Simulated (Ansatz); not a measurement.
C2H3O (charge +1), SMILES CC#[O+], a ladder of basis sets

With the Python package of Ansatz (0.2.0).

Run as a notebook:

**Cell 1**
```python
import warnings

import ansatz as az
```

**Cell 2**
```python
warnings.simplefilter("ignore", az.DeckWarning)
```

**Cell 3**
```python
mol = (
    az.Crystal.molecule()
    .atom("C", (-0.29761, 0.28488, -0.17813))
    .atom("C", (0.61313, -0.58869, 0.3675))
    .atom("O", (1.35192, -1.29538, 0.80938))
    .atom("H", (-0.08562, 0.45379, -1.24479))
    .atom("H", (-1.32036, -0.11173, -0.09038))
    .atom("H", (-0.26146, 1.25713, 0.33642))
)

job = mol.calculation().correlation("mp2").charge(1)

energies = {}
for basis in ["cc-pVDZ", "cc-pVTZ"]:
    r = job.basis(gaussian=basis).run().report
    size = r["n_frozen"] + r["n_occupied"][0] + r["n_virtual"][0]
    energies[basis] = (r["reference_energy_ev"] / 27.211386246, r["free_energy_ev"] / 27.211386246)
    print(f"{basis:14s} {size:4d} orbitals  reference {energies[basis][0]:14.6f} Ha  total {energies[basis][1]:14.6f} Ha")

# correlation energy at the basis limit from E(X) = E + A / X^3
small, large = (energies[b][1] - energies[b][0] for b in ("cc-pVDZ", "cc-pVTZ"))
limit = (3 ** 3 * large - 2 ** 3 * small) / (3 ** 3 - 2 ** 3)
print(f"correlation energy: {small:.6f} and {large:.6f} Ha, extrapolated {limit:.6f} Ha")
print(f"share caught by the larger set: {100 * large / limit:.1f} %")
```
Output:
```text
cc-pVDZ          57 orbitals  reference    -152.070506 Ha  total    -152.506440 Ha
cc-pVTZ         132 orbitals  reference    -152.113958 Ha  total    -152.647636 Ha
correlation energy: -0.435934 and -0.533678 Ha, extrapolated -0.574834 Ha
share caught by the larger set: 92.8 %
```

Against cc-pVDZ: cc-pVTZ -141.2 mHa. The last step alone is -141.20 mHa.

Reading the output:
- These settings explore the input space; basis and method may be short of convergence.
- The geometry is a force-field or estimated start, not a minimum of this method, and the last set is no limit. Much of the fall in a total is atomic energy, which cancels in bond and reaction energies.
- Inner cores stay frozen, so this is valence correlation.
- An extrapolation from small basis sets is rough.
- The whole script took 1.5 s on 1 thread of Intel(R) Xeon(R) Processor @ 2.30GHz, with other jobs on the host, peak memory 0.26 GiB.
